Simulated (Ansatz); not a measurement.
A made-up structure of Al$_{2}$H$_{3}$S, doublet:

```xyz
6
angstrom
Al -0.9106 0.7489 -1.2382
Al 0.1088 -0.0654 0.9675
S 1.7658 -1.4806 1.2530
H -2.2482 0.0646 -1.7625
H -0.2540 0.2537 2.4087
H 1.7440 -1.4287 2.5964
```

It is relaxed with PBE-D4/def2-SVP and then PBE0-D4/def2-TZVP (Ansatz 0.2.0). Atoms count as bonded within 1.22 times the sum of their covalent radii (H–H: 0.88 Å). The end point is not checked to be a true minimum.

Task: Does its bonding change? (Judge from chemistry; the calculation decides.)

Result: Computed: No: no bond forms or breaks.

Where it ends: The first stage lowers the energy by 0.21 eV in 9 steps. It ends as Al₂H₃S ([AlH][AlH][SH]):
```
6
angstrom
Al -0.9149 0.6485 -1.0961
Al -0.0108 -0.1469 1.1644
S 1.6909 -1.5382 1.1189
H -2.1244 0.0663 -1.9706
H -0.3640 0.5089 2.5697
H 1.9292 -1.4462 2.4385
```

Labels in which every atom is bracketed show which atoms are joined, not bond orders.

For scale, one of the runs: PBE0-D4/def2-TZVP relaxation, 129 basis functions, launched by `ansatz run in.yaml --threads 2 --pin off --events-out ev --progress --plain --max-ram 4352MiB`. The run took about 22 s on 2 CPU threads of an Arm Neoverse V2 (shared host).
